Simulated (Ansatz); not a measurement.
The inner images of a band of H₅MgNSi (8 atoms, charge 0, multiplicity 1) are given out of order.

The calculation used RKS B3LYP-D4/def2-SVP in Ansatz 0.2.0.

Initial state:

```xyz
8
Properties=species:S:1:pos:R:3
N -0.698 0.041 -0.427
Si 0.984 0.765 0.163
Mg 0.093 -1.514 0.845
H -0.765 -0.092 -1.439
H -1.515 0.601 -0.171
H 0.588 2.091 0.756
H 1.665 1.163 -1.120
H -0.351 -3.055 1.393
```

Final state:

```xyz
8
Properties=species:S:1:pos:R:3
N -1.147 0.640 -0.689
Si 0.456 0.529 0.045
Mg 0.700 -1.846 1.052
H -1.365 -0.013 -1.437
H -1.483 1.563 -0.955
H 0.454 1.566 1.134
H 1.583 0.973 -0.861
H 0.803 -3.413 1.712
```

Question: Put them in order from the first end to the last, with their energies above the first end.
A.
```xyz
8
Properties=species:S:1:pos:R:3
N -1.112 0.553 -0.646
Si 0.523 0.570 0.034
Mg 0.714 -1.809 1.023
H -1.277 -0.072 -1.431
H -1.564 1.445 -0.839
H 0.472 1.613 1.115
H 1.585 1.089 -0.908
H 0.659 -3.390 1.652
```
B.
```xyz
8
Properties=species:S:1:pos:R:3
N -0.724 0.063 -0.423
Si 0.995 0.732 0.093
Mg 0.111 -1.518 0.835
H -0.775 -0.193 -1.414
H -1.514 0.695 -0.269
H 0.600 1.951 0.884
H 1.607 1.314 -1.153
H -0.299 -3.044 1.447
```
C.
```xyz
8
Properties=species:S:1:pos:R:3
N -1.054 0.481 -0.614
Si 0.600 0.600 0.026
Mg 0.672 -1.771 1.013
H -1.184 -0.119 -1.426
H -1.593 1.334 -0.752
H 0.509 1.661 1.087
H 1.607 1.158 -0.951
H 0.442 -3.345 1.617
```
D.
```xyz
8
Properties=species:S:1:pos:R:3
N -0.861 0.227 -0.493
Si 0.842 0.677 0.032
Mg 0.353 -1.611 0.924
H -0.926 -0.210 -1.416
H -1.573 0.961 -0.475
H 0.587 1.801 0.996
H 1.630 1.308 -1.083
H -0.051 -3.153 1.514
```
E.
```xyz
8
Properties=species:S:1:pos:R:3
N -0.794 0.138 -0.451
Si 0.928 0.698 0.053
Mg 0.200 -1.549 0.868
H -0.850 -0.220 -1.409
H -1.540 0.837 -0.384
H 0.599 1.854 0.957
H 1.620 1.331 -1.122
H -0.164 -3.089 1.488
```
F.
```xyz
8
Properties=species:S:1:pos:R:3
N -0.927 0.318 -0.538
Si 0.757 0.654 0.022
Mg 0.503 -1.674 0.971
H -1.005 -0.192 -1.419
H -1.601 1.084 -0.565
H 0.568 1.754 1.029
H 1.630 1.273 -1.041
H 0.074 -3.216 1.542
```
G.
```xyz
8
Properties=species:S:1:pos:R:3
N -0.993 0.403 -0.579
Si 0.676 0.629 0.021
Mg 0.607 -1.726 0.999
H -1.092 -0.160 -1.422
H -1.605 1.213 -0.660
H 0.542 1.707 1.059
H 1.622 1.219 -0.996
H 0.243 -3.284 1.577
```

Answer: B (+0.009 eV), E (+0.078 eV), D (+0.164 eV), F (+0.190 eV), G (+0.177 eV), C (+0.154 eV), A (+0.136 eV).

Run time: 6.5 min on 1 thread of Intel(R) Xeon(R) Processor @ 2.50GHz (Skylake/Cascade Lake), on a shared host, peak memory 0.17 GiB.
